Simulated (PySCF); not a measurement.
System: C₄H₃O, net charge -1, singlet state. It need not be the lowest isomer of its formula. Whether it binds its extra electron was not tested at this geometry. SMILES: [c-]1ccoc1
Geometry: optimised at B3LYP-D3(BJ)/def2-TZVP (Ansatz).

Dispersion corrections to the total energy (kcal/mol) from the dftd3 and dftd4 libraries through PySCF: D3(BJ) without and D4 with the three-body term, each with the damping fitted for the functional named.

```
functional  D3(BJ)     D4
----------  ------  -----
B2GP-PLYP        ?  -1.79
B2PLYP       -2.81  -3.06
BHLYP        -4.81  -4.90
PBE          -3.57      ?
CAM-B3LYP    -2.61  -3.61
BLYP         -7.67      ?
TPSS         -4.45  -6.01
```

Fill in the missing entries.


- B2GP-PLYP, D3(BJ): -2.14
- PBE, D4: -4.42
- BLYP, D4: -10.19
